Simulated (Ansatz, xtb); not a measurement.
## Group exchange: C3H6F2 + HOF → C2H3F3 + CH4O

Species: C3H6F2 `CC(F)CF`, singlet; HOF (hypofluorous acid) `OF`, singlet; C2H3F3 (1,1,2-trifluoroethane) `FCC(F)F`, singlet; CH4O (methanol) `CO`, singlet. The partners trade CH3 for F: C–CH3 and O–F bonds give way to C–F and O–CH3.

Shapes, held fixed at every level: PBE0-D4/def2-TZVP. Flexible molecules stand in one conformer, not always the lowest. Programs: Ansatz 0.2.0, xtb 6.7.1. The zero-point and thermal change to 298 K, harmonic and unscaled (PBE0-D4/def2-TZVP), is +4.1 kJ/mol.

```json
{"level": "GFN0-xTB", "kind": "semi-empirical", "ΔH(298 K) (kJ/mol)": "-118.8", "less CCSD(T)/CBS estimate": "+177.0"}
{"level": "HF/def2-SVP", "kind": "Hartree–Fock", "ΔH(298 K) (kJ/mol)": "-346.2", "less CCSD(T)/CBS estimate": "-50.4"}
{"level": "HF/def2-TZVPP", "kind": "Hartree–Fock", "ΔH(298 K) (kJ/mol)": "-339.4", "less CCSD(T)/CBS estimate": "-43.6"}
{"level": "B3LYP-D4/def2-TZVPP", "kind": "global hybrid", "ΔH(298 K) (kJ/mol)": "-288.4", "less CCSD(T)/CBS estimate": "+7.4"}
{"level": "r2SCAN0-D4/def2-TZVPP", "kind": "global hybrid", "ΔH(298 K) (kJ/mol)": "-303.5", "less CCSD(T)/CBS estimate": "-7.7"}
{"level": "wB97X-V/def2-TZVPP", "kind": "range-separated hybrid", "ΔH(298 K) (kJ/mol)": "-291.5", "less CCSD(T)/CBS estimate": "+4.3"}
{"level": "MP2/def2-SVP", "kind": "perturbation theory", "ΔH(298 K) (kJ/mol)": "-308.8", "less CCSD(T)/CBS estimate": "-13.0"}
{"level": "MP2/def2-TZVPP", "kind": "perturbation theory", "ΔH(298 K) (kJ/mol)": "-308.1", "less CCSD(T)/CBS estimate": "-12.3"}
{"level": "CCSD(T)/CBS estimate", "kind": "coupled cluster or CI", "ΔH(298 K) (kJ/mol)": "-295.8", "less CCSD(T)/CBS estimate": "0.0"}
```

The highest level, CCSD(T)/CBS estimate, gives ΔH(298 K) = -295.8 kJ/mol; the levels span -346.2 to -118.8. GFN0-xTB strays far from the other rows. The column of differences is taken from that level and isn't an error. No measured value is set beside it here. The CBS estimate extrapolates MP2 from def2-TZVPP and def2-QZVPP and adds CCSD(T) − MP2 in the triple-zeta set, cores frozen.
